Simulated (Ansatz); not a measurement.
These are frozen-core CCSD(T)/cc-pVTZ // PBE-D3(BJ)/def2-TZVP run with Ansatz (an electronic-structure program) values and carry that method's errors.

Ansatz 0.2 input:
```yaml
crystal:
  periodic: [false, false, false]
  atoms:
    - { symbol: C, position_ang: [-0.602498, 0.033666, -0.10415] }
    - { symbol: C, position_ang: [0.602498, -0.033666, -0.144275] }
    - { symbol: H, position_ang: [-1.671173, 0.093382, -0.068563] }
    - { symbol: H, position_ang: [1.671172, -0.093382, -0.179862] }
basis:
  gaussian: { orbitals: cc-pVTZ }
correlation:
  method: ccsd_t
```

Output:

```
Functional definition: HF
498 factors; integrals over basis functions are off by at most 1.0e-3 eV
mean field evaluation 1: about -2089.8014 eV, gradient 2.3e1 eV
mean field evaluation 2: about -2089.8066 eV, gradient 2.2e1 eV
mean field evaluation 4: about -2091.1460 eV, gradient 1.7e0 eV
mean field evaluation 8: about -2091.1560 eV, gradient 3.1e-5 eV
mean field evaluation 16: about -2091.1559 eV, gradient 1.2e-1 eV
mean field -2091.15595279 eV, -76.8485638287 hartree, gradient 1.1e-6 eV, S^2 0.000000; 0 other end points of the search recorded, 0 dependent functions left out
2 core orbitals not correlated
reference -2091.15595279 eV, -76.8485638287 hartree; 5, 5 occupied and 81, 81 virtual orbitals, 498 factors
second order -8.44835204 eV of doubles, -0.00000000 eV of singles
cycle   1  -8.44154449 eV  change    6.8e-3 eV  update   7.3e-2
cycle   2  -8.70773943 eV  change   -2.7e-1 eV  update   2.3e-2
cycle   3  -8.76914309 eV  change   -6.1e-2 eV  update   1.1e-2
cycle   4  -8.77282333 eV  change   -3.7e-3 eV  update   3.1e-3
cycle   5  -8.77464964 eV  change   -1.8e-3 eV  update   7.8e-4
cycle   6  -8.77480014 eV  change   -1.5e-4 eV  update   1.9e-4
cycle   7  -8.77486964 eV  change   -6.9e-5 eV  update   4.1e-5
cycle   8  -8.77488420 eV  change   -1.5e-5 eV  update   1.1e-5
cycle   9  -8.77488018 eV  change    4.0e-6 eV  update   2.4e-6
perturbative correction -0.44975342 eV, -0.0165281334 hartree
Total energy: -2100.38058639 eV, -77.1875628608 hartree
```

Cost: around 2.0 core-seconds (rough).
